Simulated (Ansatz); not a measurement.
GeN⁺, triplet: the ladder up to full CI

Geometry: a point of a stretch scan, not a stationary point.

| atom | x (Å) | y (Å) | z (Å) |
| --- | --- | --- | --- |
| Ge | 0.0000 | 0.0000 | 0.0000 |
| N | 0.0000 | 0.0000 | 3.0940 |

Basis cc-pVDZ; Ansatz 0.2.0. Correlated methods freeze the noble-gas cores and the filled d shells of p-block atoms, which leaves 8 electrons in 26 orbitals. Prefix R: restricted or restricted open-shell reference; prefix U: unrestricted. Active spaces: pair = (4e, 4o) about the gap; valence = (8e, 8o) chosen from the atoms' valence shells. No spin–orbit coupling is included, and no scalar relativity.

Full CI is exact within this basis and frozen core; it isn't the basis-set limit. The frozen core follows each run's orbitals, which can shift R against U totals by a few meV for light atoms and by up to 0.1 eV past Ca.

For open shells CISD is restricted-active-space CI with the open shells as a complete middle space.

The R cluster runs have T1 = 0.207, too large to trust, so RMP2, RCCSD, RCCSD(T), RCCSDT(Q), RCCSDT aren't compared. BCCD(T) turns its orbitals far from the restricted determinant (T1 = 0.260 for the singles of that rotation), so its spin and state can't be checked, and it isn't compared.

```
UHF ⟨S²⟩                          : 3.012
T1 diagnostic (RCCSD)             : 0.2068
largest doubles amplitude (RCCSD) : 0.214
```

| level | E − E(full CI) (meV) | share of correlation (%) | wall time |
| --- | --- | --- | --- |
| RHF | 7102 | 0.00 | – |
| CISD | 1244 | 82.49 | 5 s |
| RCCSDTQ* | 0 | 100.00 | 44 s (H100) |
| CASSCF (valence space)† | 3225 | – | – |
| NEVPT2 (valence space)† | 733 | – | 8.5 s |
| MRCISD (valence space)† | 156 | – | – |
| MRCISD+Q (valence space)† | -4 | – | 9 s |

An asterisk marks runs whose energy the program itself flagged as in doubt. A dagger marks rows that describe another state than the reference (another or a broken symmetry, a higher spin or other natural occupations), so the difference holds a gap between states beside the method's error.

The correlation energy at full CI, counted from RHF, is -7.102 eV. That run took 15 s on 2 threads of AMD EPYC 7R13 with a shared H100 80 GB, shared host over 55,868,912 determinants.

Run but not shown, since their state, orbitals or frozen core can't be matched to the reference's or they repeat it: UHF, RMP2, UMP2, RCCSD, UCCSD, RCCSD(T), UCCSD(T), BCCD(T), RCCSDT, UCCSDT, RCCSDT(Q), UCCSDT(Q), UCCSDTQ, CASSCF (pair space), NEVPT2 (pair space).

Times hold each run's SCF and search for its determinant on a shared host, so for small cases they say little of a method's own cost; rows without a card ran on 1 thread of AMD EPYC 7R13.

The full-CI state has the irrep A2 of C2v, in the program's axes (one component, if the state is degenerate).

Natural occupations of full CI about the gap: 1.970 1.918 1.365 0.993 0.993 0.616 0.035 0.035 0.011 0.008; effectively unpaired electrons, Σ n²(2−n)², 3.52. No single determinant describes this state well, so single-reference rows can miss without a flag.
